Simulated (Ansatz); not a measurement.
**C3H3F: small, medium and large basis sets**

Aim: see how fast density functionals converge with the basis set for C3H3F.

Program: Ansatz 0.2.0, Gaussian basis. Level of theory: one geometry, several basis sets. These are calculated values, not measurements.

Levels to be run: PBE0-D4/def2-SVP; ωB97M-V/def2-SVP; PBE0-D4/def2-QZVPP; ωB97M-V/def2-QZVPP; the functionals' def2-TZVPP values are taken from earlier runs.

### 1 The geometry

All runs share one geometry, relaxed beforehand with PBE0-D4 in a triple-zeta def2 set.

SMILES `C=C=CF`, 7 atoms, charge 0, spin multiplicity 1.

Atoms are counted from 1 here; the program's logs count them from 0.

Bond lengths: C1–C2 1.299 Å, C1–H5 1.086 Å, C1–H6 1.086 Å, C2–C3 1.299 Å, C3–F4 1.343 Å, C3–H7 1.083 Å. Angles: C2–C1–H5 121.4°, C2–C1–H6 121.4°, H5–C1–H6 117.2°, C1–C2–C3 177.9°, C2–C3–F4 122.6°, C2–C3–H7 124.4°, F4–C3–H7 113.0°.

### 2 PBE0-D4 in def2-SVP

Contents of in.yaml:

```yaml
crystal:
  periodic: [false, false, false]
  atoms:
    - {symbol: C, position_ang: [-0.891666, 0.967471, 0.011951]}
    - {symbol: C, position_ang: [-0.009169, 0.014465, 0.000682]}
    - {symbol: C, position_ang: [0.888232, -0.924463, 0.032207]}
    - {symbol: F, position_ang: [1.051708, -1.802283, -0.971473]}
    - {symbol: H, position_ang: [-1.888572, 0.810574, 0.414026]}
    - {symbol: H, position_ang: [-0.665622, 1.952493, -0.386472]}
    - {symbol: H, position_ang: [1.576290, -1.086258, 0.853380]}
basis:
  gaussian: {orbitals: def2-SVP}
hamiltonian: {xc: pbe0, dispersion: d4}
output: {orbitals: {seedname: orbitals}}
```

Command:

```bash
$ ansatz run in.yaml --threads 2 --pin off --events-out ev --progress --plain --max-ram 4352MiB
```

After this run come: ωB97M-V in def2-SVP; PBE0-D4 in def2-QZVPP; ωB97M-V in def2-QZVPP.

Before running them: what should the planned runs give, taken together? Wanted: PBE0-D4: double and triple zeta above quadruple; ωB97M-V: double and triple zeta above quadruple.

As calculated:

```
                                       quantity          value
PBE0-D4: double and triple zeta above quadruple  7.17, 0.31 eV
ωB97M-V: double and triple zeta above quadruple  7.39, 0.29 eV
```

In words: PBE0-D4 gains 6.86 eV from double to triple zeta, then 0.31 eV more. These are total energies; as a rule much of such shifts cancels in differences, which this series doesn't test. The LUMO of ωB97M-V is positive and keeps falling with the basis (1.84 to 1.31 eV): an unbound level that the basis holds in place.
